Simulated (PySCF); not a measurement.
## Basis-set dependence of population analyses: `CC(F)(F)F`

C₂H₃F₃.
Bonds: C1–C2, C2–F3, C2–F4, C2–F5. Hydrogens: H6, H7, H8 on C1.

PBE0 throughout (PySCF), one geometry, spherical d and f functions. Geometry: PBE0-D3(BJ)/def2-SVP; no solvent, vibrations or thermal averaging. Atoms taken as equivalent share a column and are averaged.

Mulliken charges (e):

```tsv
basis	functions	C1	C2	F3/F4/F5	H6/H7/H8
pcSseg-0	51	-0.722	+0.910	-0.334	+0.271
cc-pVDZ	85	-0.116	+0.417	-0.174	+0.074
aug-cc-pVDZ	142	+0.142	+1.412	-0.462	-0.056
cc-pVTZ	192	-0.323	+0.472	-0.164	+0.114
IGLO-III	205	-0.368	+0.504	-0.195	+0.149
```

IAO charges (e):

```tsv
basis	functions	C1	C2	F3/F4/F5	H6/H7/H8
pcSseg-0	51	-0.489	+0.745	-0.264	+0.179
cc-pVDZ	85	-0.472	+0.814	-0.283	+0.169
aug-cc-pVDZ	142	-0.477	+0.824	-0.290	+0.174
cc-pVTZ	192	-0.483	+0.833	-0.291	+0.174
IGLO-III	205	-0.481	+0.828	-0.291	+0.176
```

Hirshfeld charges (e):

| basis | functions | C1 | C2 | F3/F4/F5 | H6/H7/H8 |
| --- | --- | --- | --- | --- | --- |
| pcSseg-0 | 51 | -0.123 | +0.262 | -0.103 | +0.056 |
| cc-pVDZ | 85 | -0.133 | +0.247 | -0.094 | +0.056 |
| aug-cc-pVDZ | 142 | -0.143 | +0.253 | -0.099 | +0.062 |
| cc-pVTZ | 192 | -0.140 | +0.251 | -0.097 | +0.060 |
| IGLO-III | 205 | -0.142 | +0.253 | -0.099 | +0.062 |

ESP-fitted charges (e):

| basis | functions | C1 | C2 | F3/F4/F5 | H6/H7/H8 |
| --- | --- | --- | --- | --- | --- |
| pcSseg-0 | 51 | -0.825 | +1.054 | -0.307 | +0.231 |
| cc-pVDZ | 85 | -0.553 | +0.677 | -0.212 | +0.171 |
| aug-cc-pVDZ | 142 | -0.639 | +0.694 | -0.217 | +0.199 |
| cc-pVTZ | 192 | -0.609 | +0.648 | -0.204 | +0.191 |
| IGLO-III | 205 | -0.626 | +0.655 | -0.208 | +0.198 |

Q: Which scheme is steadiest as the basis changes?

A: Largest range over the bases for any column: Hirshfeld 0.02 e, IAO 0.09 e, ESP-fitted 0.41 e, Mulliken 1.00 e. Hirshfeld charges move least and Mulliken charges most, counted in e.

Q: How much do the charges still move between the two largest bases, cc-pVTZ and IGLO-III?

A: At most, over all atoms: Mulliken 0.046 e, IAO 0.004 e, Hirshfeld 0.002 e, ESP-fitted 0.017 e.

Q: What do the same runs give for the total energy, the frontier levels and the dipole moment?

A: 
| basis | energy (Eh) | HOMO (eV) | LUMO (eV) | μ (D) |
| --- | --- | --- | --- | --- |
| pcSseg-0 | -376.3132 | -10.92 | 2.42 | 2.42 |
| cc-pVDZ | -377.2096 | -10.58 | 2.20 | 2.10 |
| aug-cc-pVDZ | -377.2413 | -10.93 | -0.06 | 2.27 |
| cc-pVTZ | -377.3360 | -10.81 | 1.45 | 2.17 |
| IGLO-III | -377.3615 | -10.94 | 0.87 | 2.27 |

The dipole is fixed by the density alone, so its range of 0.32 D shows that the density itself changes with the basis, not only its division among atoms.
